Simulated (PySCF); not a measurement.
# Fluorine: a sound run and one with changed settings

Sound run: F [He] 2s2 2p5, F⁺ [He] 2s2 2p4. Computed with PySCF 2.14 in aug-cc-pVDZ (4s3p2d, 23 functions), with no relativity, point nucleus. In the sound run the correlated levels freeze 1s2. The sound run starts from symmetry-adapted Hartree-Fock orbitals and uses a fine grid where one is needed.

Changed run: a valence shell is frozen. This setting is unsound on purpose.

```json
{"species": "F", "method": "MP2", "sound run (hartree)": "-99.53570", "changed run (hartree)": "-99.48155", "converged": "yes"}
{"species": "F", "method": "CCSD(T)", "sound run (hartree)": "-99.55007", "changed run (hartree)": "-99.48988", "converged": "yes"}
{"species": "F⁺", "method": "MP2", "sound run (hartree)": "-98.90483", "changed run (hartree)": "-98.85110", "converged": "yes"}
{"species": "F⁺", "method": "CCSD(T)", "sound run (hartree)": "-98.92111", "changed run (hartree)": "-98.85786", "converged": "yes"}
```

Ionisation energy of F:

```csv
method,sound run (eV),changed run (eV)
UHF,15.767,15.767
MP2,17.167,17.155
SCS-MP2,17.117,17.181
CCSD,17.085,17.172
CCSD(T),17.115,17.198
```

Freezing a valence shell removes pair correlation that changes on ionisation.

For comparison, NIST gives 17.423 eV between the lowest levels.
